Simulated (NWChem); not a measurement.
# How basis sets differ on BNH3F (SMILES NBF)

BNH3F has 6 atoms, charge 0, and is taken as a singlet. SMILES: `NBF`. The shape is that of a PBE0-D4/def2-TZVP optimisation.

```xyz
6

N    -0.4264    0.1011   -0.5821
B     0.4157   -0.1517    0.4938
F     0.4467    0.7104    1.5159
H    -0.4878   -0.5133   -1.3734
H    -1.0220    0.9107   -0.6322
H     1.1157   -1.1212    0.5318
```

Quantity: the dipole moment, in D. The values are calculated.

| level | kind | program | value (D) | CPU time |
| --- | --- | --- | --- | --- |
| SVWN5/STO-3G | LDA | NWChem | 1.97 | 1.7 s |
| SVWN5/3-21G | LDA | NWChem | 2.72 | 1.8 s |
| SVWN5/6-31G | LDA | NWChem | 2.78 | 2.2 s |
| SVWN5/6-31G* (spherical functions) | LDA | NWChem | 2.47 | 3.3 s |
| SVWN5/6-31G** (spherical functions) | LDA | NWChem | 2.45 | 3.2 s |
| SVWN5/6-311G** | LDA | NWChem | 2.53 | 4.5 s |
| SVWN5/6-311G(2df,2pd) | LDA | NWChem | 2.45 | 19 s |

The values span 1.97 to 2.78 D. Sets without polarisation functions give poor dipoles. Without the sets that lack polarisation functions the rows with a basis span only 2.45 to 2.53 D. Times are those of the runs behind each value, whatever else they computed, on shared processors of several kinds: orders of magnitude only.
